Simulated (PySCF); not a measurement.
Gas-phase reaction: B2H6 + 2 Cl2 ⇌ 2 BHCl2 + 2 H2

Method: PySCF energies plus ideal-gas RRHO corrections (1 bar). † marks an energy on the PBE0/def2-TZVP geometry and frequencies. MP2 freezes the core. All species are closed-shell singlets. MP2 isn't extrapolated to the basis-set limit; its ΔH°(298 K) is -654.7 kJ in def2-SVP and -584.8 kJ in def2-TZVPP. The harmonic model lacks anharmonicity and excited electronic states, which grow with temperature; levels with a mode under 35 cm⁻¹ are left out.

ΔH° and ΔS° at 298 K: BLYP/def2-TZVP† -522 kJ, 119 J/K; HF/def2-TZVP† -594 kJ, 119 J/K; M06-2X/def2-TZVP† -541 kJ, 119 J/K; MP2/def2-SVP† -655 kJ, 119 J/K; MP2/def2-TZVPP† -585 kJ, 119 J/K; PBE0/def2-QZVP† -511 kJ, 119 J/K.

Q: With the heat capacities included, give log10 K (1 bar) at 500, 1000, 1600, 1800, 2000 K from BLYP/def2-TZVP†, HF/def2-TZVP†, M06-2X/def2-TZVP†, MP2/def2-SVP†, MP2/def2-TZVPP†, PBE0/def2-QZVP†.

A: 
```tsv
T (K)	BLYP/def2-TZVP†	HF/def2-TZVP†	M06-2X/def2-TZVP†	MP2/def2-SVP†	MP2/def2-TZVPP†	PBE0/def2-QZVP†
500	60.9	68.4	62.9	74.8	67.5	59.8
1000	34.1	37.8	35.1	41.0	37.4	33.5
1600	24.1	26.4	24.7	28.4	26.1	23.7
1800	22.2	24.2	22.7	26.0	24.0	21.9
2000	20.7	22.5	21.2	24.1	22.3	20.4
```
